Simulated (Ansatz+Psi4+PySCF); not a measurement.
Results of a calculation; reference values are marked as such.
## Ansatz (development build ahead of 0.2.0) run

```yaml
crystal:
  periodic: [false, false, false]
  atoms:
    - { symbol: O, position_ang: [0.0, 0.73406, -0.05275] }
    - { symbol: O, position_ang: [0.0, -0.73406, -0.05275] }
    - { symbol: H, position_ang: [0.83955, 0.88075, 0.422] }
    - { symbol: H, position_ang: [-0.83955, -0.88075, 0.422] }
basis:
  gaussian: { orbitals: cc-pVTZ }
hamiltonian:
  xc: hf
correlation:
  method: mp2
  frozen_orbitals: { H: 0, O: 1 }
scf:
  omitted_lower_state_checks: [stability, starts, atomic_configurations, cluster_reference, orbital_swaps, given_window_search, neighbouring_geometries, increment]
```

The input is written out in the form of the current development build from the run's settings.

The run gave:

* Converged: yes
* Reference energy: -150.83312 hartree
* Correlation energy: -0.49926 hartree
* Total energy: -151.33238 hartree
* Spin squared of the determinant: 0.000
* Occupied orbitals by symmetry in an Abelian subgroup (alpha; beta): 5 A 4 B; 5 A 4 B
